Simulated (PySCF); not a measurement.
Working out the ionisation energy of Cl

Cl [Ne] 3s2 3p5 (2P) → Cl⁺ [Ne] 3s2 3p4 (3P). Computed with PySCF 2.14 in cc-pV(D+d)Z (4s3p2d, 23 functions), with no relativity, point nucleus. Frozen: [Ne]. Energies in hartree (1 hartree = 27.21139 eV):

```csv
part,Cl (lower),Cl⁺ (upper)
UHF,-459.471396,-459.037293
CCSD correlation,-0.131146,-0.111542
(T),-0.001494,-0.001334
```

What does Hartree-Fock give?

(-459.037293) − (-459.471396) = 0.434103 hartree = 11.813 eV.

What do CCSD and CCSD(T) give?

The CCSD correlation energies differ by 0.019604 hartree = 0.533 eV and the triples by 0.000160 hartree = 0.004 eV, so CCSD gives 12.346 eV and CCSD(T) 12.350 eV.

Measured between the centres of the two terms (NIST): 12.974 eV, so CCSD(T) (valence) is off by -0.624 eV.

What remains against the reference includes basis incompleteness, the frozen core and higher excitations.
